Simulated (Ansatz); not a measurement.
# C5H9N: the cost of one run

All numbers are computed with Ansatz 0.2.0, driven from Python. Level of theory: r2SCAN+D3(BJ)/6-31G*.

### Step 1. Starting point

The script builds its own geometries from the SMILES C=CC1CCN1.

The script holds or builds the structure itself.

### Step 2. Script

The input, run_conformers.py:

```python
"""Rank force-field conformers of C5H9N by single points."""

import ansatz
from rdkit import Chem
from rdkit.Chem import AllChem

params = {
    "basis": "6-31G*",
    "xc": "r2scan",
    "vdw": "d3bj",
}

rd = Chem.AddHs(Chem.MolFromSmiles("C=CC1CCN1"))
ids = list(AllChem.EmbedMultipleConfs(rd, numConfs=20, randomSeed=79, pruneRmsThresh=0.4))
field = [energy for _, energy in AllChem.MMFFOptimizeMoleculeConfs(rd)]
distinct = {round(e, 2): i for i, e in zip(ids, field)}
chosen = sorted(distinct.items())[:4]
found = []
for force_field, index in chosen:
    system = ansatz.Crystal.molecule()
    for atom, xyz in zip(rd.GetAtoms(), rd.GetConformer(index).GetPositions()):
        system = system.atom(atom.GetSymbol(), xyz.round(5).tolist())
    model = (
        system.calculation()
        .basis(gaussian=params["basis"])
        .functional(params["xc"], dispersion=params["vdw"])
    )
    found.append(model.run().report["free_energy_ev"])
print("conformer   MMFF (kcal/mol)   this level (kJ/mol)")
for (force_field, index), e in zip(chosen, found):
    print(f"{index:9d} {force_field - chosen[0][0]:17.2f} {96.485332 * (e - min(found)):17.3f}")
```

### Step 3. The run

On the command line:

```console
$ python run_conformers.py
```

**Question.** How long does this script take on 1 thread of Arm Neoverse V1, shared host, and how much memory does it need?

About 30 s, with a peak of 0.29 GiB.
